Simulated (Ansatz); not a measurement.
Abridged output of a molecular run in Ansatz:

```
Functional definition: HF
1002 factors; integrals over basis functions are off by at most 1.5e-3 eV
mean field evaluation 1: about -16693.4859 eV, gradient 2.8e1 eV
mean field evaluation 2: about -16693.4954 eV, gradient 2.8e1 eV
mean field evaluation 4: about -16695.8005 eV, gradient 3.7e0 eV
mean field evaluation 8: about -16695.8526 eV, gradient 6.9e-4 eV
mean field -16695.85255545 eV, -613.5612645575 hartree, gradient 2.1e-6 eV, S^2 0.000000; 0 other end points of the search recorded, 0 dependent functions left out
9 core orbitals not correlated: weight in the atoms' cores, before any rotation towards them, 1.000 or more for the frozen orbitals, at most 0.000 for the correlated occupied ones
reference -16695.85255545 eV, -613.5612645575 hartree; 14, 14 occupied and 76, 76 virtual orbitals, 1002 factors
second order -18.30809579 eV of doubles, -0.00000000 eV of singles
cycle   1  -18.98338722 eV  change   -6.8e-1 eV  update   9.0e-2
cycle   2  -19.46588645 eV  change   -4.8e-1 eV  update   2.8e-2
cycle   3  -19.56241309 eV  change   -9.7e-2 eV  update   1.2e-2
cycle   4  -19.56218471 eV  change    2.3e-4 eV  update   3.3e-3
cycle   5  -19.56410452 eV  change   -1.9e-3 eV  update   1.2e-3
cycle   6  -19.56404487 eV  change    6.0e-5 eV  update   2.6e-4
cycle   7  -19.56395892 eV  change    8.6e-5 eV  update   8.2e-5
cycle   8  -19.56396301 eV  change   -4.1e-6 eV  update   2.1e-5
perturbative correction -0.68920697 eV, -0.0253278889 hartree
Total energy: -16716.10572543 eV, -614.3055548260 hartree
```

Its atoms:

Z-matrix (Å, degrees):
```
C
C 1 1.559
C 1 1.511 2 86.9
H 1 1.093 2 114.3 3 116.6
H 1 1.093 2 114.3 3 -116.6
C 2 1.499 1 84.4 3 -0.0
H 2 1.092 1 115.2 3 115.5
H 2 1.092 1 115.2 3 -115.6
H 3 1.081 1 133.5 2 -180.0
Cl 6 1.707 2 130.0 1 -180.0
```

**Question.** Which basis set was used?
A. cc-pV(T+d)Z
B. def2-SVPD
C. def2-SVP
D. def2-TZVPP

**Answer.** C. It gives 99 functions.

**Question.** Write the keys of the input that set method, charge and spin (a neutral closed shell needs none for the last two).

**Answer.** 
```yaml
correlation: {method: ccsd_t}
```
